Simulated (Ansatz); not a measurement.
A made-up structure of Si2NH5, closed shell:

```json
{"atom": "N1", "x (Å)": "-0.7290", "y (Å)": "-0.2221", "z (Å)": "-0.6960"}
{"atom": "Si2", "x (Å)": "0.1011", "y (Å)": "0.9655", "z (Å)": "0.1726"}
{"atom": "Si3", "x (Å)": "0.4580", "y (Å)": "-0.7953", "z (Å)": "0.3607"}
{"atom": "H4", "x (Å)": "-1.4961", "y (Å)": "-0.4557", "z (Å)": "-1.4275"}
{"atom": "H5", "x (Å)": "0.9932", "y (Å)": "1.7506", "z (Å)": "-0.7249"}
{"atom": "H6", "x (Å)": "-0.7866", "y (Å)": "1.5940", "z (Å)": "1.1900"}
{"atom": "H7", "x (Å)": "1.6197", "y (Å)": "-1.3405", "z (Å)": "-0.3949"}
{"atom": "H8", "x (Å)": "-0.1603", "y (Å)": "-1.4966", "z (Å)": "1.5200"}
```

It is relaxed with PBE-D4/def2-SVP and then PBE0-D4/def2-TZVP (Ansatz 0.2.0). Atoms count as bonded within 1.22 times the sum of their covalent radii (H–H: 0.88 Å). The end point is not checked to be a true minimum.

(1) Does its bonding change? (Judge from chemistry; the calculation decides.)

Results:

(1) Computed: No: no bond forms or breaks.

Where it ends: The first stage lowers the energy by 3.10 eV in 6 steps. It ends as Si₂NH₅ ([NH]1[SiH2][SiH2]1):
| atom | x (Å) | y (Å) | z (Å) |
| --- | --- | --- | --- |
| N1 | -0.6753 | -0.2057 | -0.6445 |
| Si2 | 0.0385 | 1.1657 | 0.1309 |
| Si3 | 0.4791 | -1.0081 | 0.3630 |
| H4 | -1.3853 | -0.4219 | -1.3220 |
| H5 | 0.8227 | 2.0981 | -0.7219 |
| H6 | -0.8248 | 1.9534 | 1.0506 |
| H7 | 1.5963 | -1.7185 | -0.3143 |
| H8 | -0.0512 | -1.8631 | 1.4582 |

Labels in which every atom is bracketed show which atoms are joined, not bond orders.

For scale, one of the runs: PBE0-D4/def2-TZVP relaxation, 135 basis functions, launched by `ansatz run in.yaml --threads 2 --pin off --events-out ev --progress --plain --max-ram 4352MiB`. The run took about 12 s on 2 CPU threads of an Arm Neoverse V1 (shared host).
